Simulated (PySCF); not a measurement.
**C₃H₃N: a look at the electrons**

For C₃H₃N, the scripts below compute its lowest excited states.

The runs use PySCF 2.14.0; levels as typed in each script, gas phase, geometry from GFN2-xTB.

## 1. The system as given

SMILES `C=CC#N`, 7 atoms, charge 0, spin multiplicity 1.

Bond lengths: C1–C2 1.328 Å, C1–H5 1.078 Å, C1–H6 1.077 Å, C2–C3 1.411 Å, C2–H7 1.083 Å, C3–N4 1.146 Å. Angles: C2–C1–H5 121.6°, C2–C1–H6 121.5°, H5–C1–H6 116.9°, C1–C2–C3 122.5°, C1–C2–H7 122.4°, C3–C2–H7 115.1°, C2–C3–N4 179.5°.

Coordinates:

```mol
C3H3N
  3D, bonds by distance, orders not assigned

  7  6  0  0  0  0  0  0  0  0999 V2000
    1.5865   -0.3562    0.0000 C   0  0
    0.5770    0.5065    0.0000 C   0  0
   -0.7727    0.0948    0.0000 C   0  0
   -1.8723   -0.2291    0.0000 N   0  0
    1.4194   -1.4209    0.0000 H   0  0
    2.6108   -0.0240    0.0000 H   0  0
    0.7306    1.5782    0.0000 H   0  0
  1  2  8  0
  2  3  8  0
  3  4  8  0
  1  5  8  0
  1  6  8  0
  2  7  8  0
M  END
```

## 2. Excited states (CAM-B3LYP/cc-pvtz)

Input file input.py:

```python
import numpy as np
from pyscf import gto, scf, dft, tdscf
from pyscf.scf import atom_ks, atom_hf
from scipy.linalg import block_diag

def solve(mol, dm0=None, hcore=None):
    mf = (dft.UKS if mol.spin else dft.RKS)(mol, xc='camb3lyp')
    mf.grids.level = 3
    mf = mf.density_fit(auxbasis='def2-universal-jkfit')
    mf.conv_tol, mf.max_cycle = 1e-8, 80
    if hcore is not None:
        mf.get_hcore = lambda *args: hcore
    mf.kernel(dm0)
    if not mf.converged:
        mf = mf.newton().run(mf.mo_coeff, mf.mo_occ, max_cycle=30)
    assert mf.converged, 'SCF not converged'
    return mf

mol = gto.M(atom='''
C      1.58654    -0.35619     0.00000
C      0.57704     0.50649     0.00000
C     -0.77267     0.09480     0.00000
N     -1.87230    -0.22913     0.00000
H      1.41936    -1.42087     0.00000
H      2.61078    -0.02401     0.00000
H      0.73055     1.57825     0.00000
''', basis='cc-pvtz', charge=0, spin=0, verbose=4)
mf = solve(mol)
td = mf.TDDFT()
td.nstates, td.singlet, td.conv_tol = 4, True, 1e-5
td.kernel()
td.analyze()
x, y = np.array([p[0] for p in td.xy]), np.array([p[1] + 0 * p[0] for p in td.xy])
f, mu = td.oscillator_strength(), td.transition_dipole()
nto = [td.get_nto(state=i + 1, verbose=4) for i in range(len(td.e))]
# spherically averaged free atoms, for the promolecule
atm = atom_ks.get_atm_nrks(mol, xc='camb3lyp')
pro = block_diag(*[(atm[a[0]][2] * atm[a[0]][3]) @ atm[a[0]][2].T for a in mol._atom])
np.savez('result.npz', e=td.e, f=f, ok=td.converged, w=[n[0] for n in nto], nto=[n[1] for n in nto], x=x, y=y, c=mf.mo_coeff, occ=mf.mo_occ, eps=mf.mo_energy, pro=pro, mu=mu)
```

The run is started by

```sh
> OMP_NUM_THREADS=1 python input.py
```

What does the calculation give? Wanted: lowest singlet excitation.

The runs gave:

| quantity | value |
| --- | --- |
| lowest singlet excitation (CAM-B3LYP/cc-pvtz) | 6.49 eV |

**Reading.** The geometry was not optimised at these levels.
